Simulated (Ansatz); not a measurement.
C$_{2}$F$_{3}$O (`F[C]1OC1(F)F`) radical. Charge 0, multiplicity 2. The geometry is a stationary point of PBE0-D4/def2-TZVP.

```xyz
6

F     1.322    0.049    1.451
C     0.192   -0.307    0.888
O    -0.736    0.664    0.585
C    -0.216   -0.098   -0.474
F    -1.060   -0.887   -1.101
F     0.497    0.581   -1.350
```

Question: What is the dipole moment at B3LYP/def2-TZVPP? (Best estimate.)

Answer: The calculation gave: 0.55 D, with components (0.26, -0.49, -0.01) D in this frame, pointing from negative to positive charge.

Question: And with PBE, r2SCAN, ωB97M-V? (Best estimate.)

Answer: Computed: PBE 0.43 D, r2SCAN 0.52 D, ωB97M-V 0.56 D.

Question: Give the Mulliken charges with B3LYP, ωB97M-V, r2SCAN in def2-TZVPP. (An estimate is asked.)

Answer: The calculation gave: 
| atom | B3LYP | ωB97M-V | r2SCAN |
| --- | --- | --- | --- |
| F1 | -0.14 | -0.13 | -0.14 |
| C2 | 0.20 | 0.20 | 0.20 |
| O3 | -0.23 | -0.22 | -0.22 |
| C4 | 0.46 | 0.43 | 0.46 |
| F5 | -0.15 | -0.14 | -0.15 |
| F6 | -0.15 | -0.14 | -0.15 |

B3LYP here is the variant with VWN-RPA as its local correlation; programs differ in this.
